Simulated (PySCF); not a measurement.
Molecular orbitals of SiS

CAM-B3LYP at R = 1.946 Å; basis Si 6-31G(d,p), S 6-31G(d,p); no relativity; PySCF 2.14. State: ¹Σ⁺ (singlet), closed shell. Only the outer orbitals are listed, counted within each symmetry.

```tsv
orbital	occ.	ε (eV)	on Si (%)	main shells (%)
7σ	2	-21.60	21	76 S s, 14 Si s
8σ	2	-13.75	58	58 Si s, 24 S p, 17 S s
3π	2	-9.40	23	76 S p, 22 Si p
3π	2	-9.40	23	76 S p, 22 Si p
9σ	2	-9.33	60	39 S p, 35 Si p, 23 Si s
4π	0	-1.29	79	79 Si p, 20 S p
4π	0	-1.29	79	79 Si p, 20 S p
```

Problem. Which are the highest filled and the lowest empty level, where do they sit, and how wide is the gap?

Solution. Highest filled 9σ at -9.33 eV (in %: 39 S p, 35 Si p, 23 Si s); lowest empty 4π at -1.29 eV (in %: 79 Si p, 20 S p); the gap at CAM-B3LYP is 8.04 eV.

```json
{"bond order (Mayer)": "2.26", "⟨S²⟩": "0.000", "charge on Si (Mulliken, basis-dependent)": "0.28", "charge on Si (Löwdin, basis-dependent)": "0.21", "dipole moment (positive dipole means Si(−)S(+))": "-2.01 D", "polarisability along the bond": "62.0 bohr³", "polarisability across the bond": "26.0 bohr³"}
```
